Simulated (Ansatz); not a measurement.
Z-matrix (Å, degrees):
```
C
C 1 1.548
C 1 1.948 2 48.7
N 1 1.491 2 89.7 3 0.0
H 1 1.092 2 115.4 3 -115.2
H 1 1.092 2 115.4 3 115.2
H 2 1.091 1 116.5 3 113.9
H 2 1.091 1 116.5 3 -113.9
O 3 1.327 2 129.4 1 180.0
H 9 0.967 3 107.5 2 180.0
```

The species carries charge 0 and has multiplicity 1.

Task: List the PBE0/def2-TZVPP orbital energies in eV (Ansatz). (An estimate is asked.)

Result: Ansatz gave: Occupied: -524.01, -390.83, -280.71, -279.03, -278.65, -30.58, -26.79, -20.40, -18.72, -16.58, -14.00, -13.91, -13.14, -11.48, -10.87, -10.64, -10.05, -7.67, -7.57. Lowest empty: 0.76, 1.15, 1.59, 2.45, 2.64, 2.87, 4.10, 4.41.
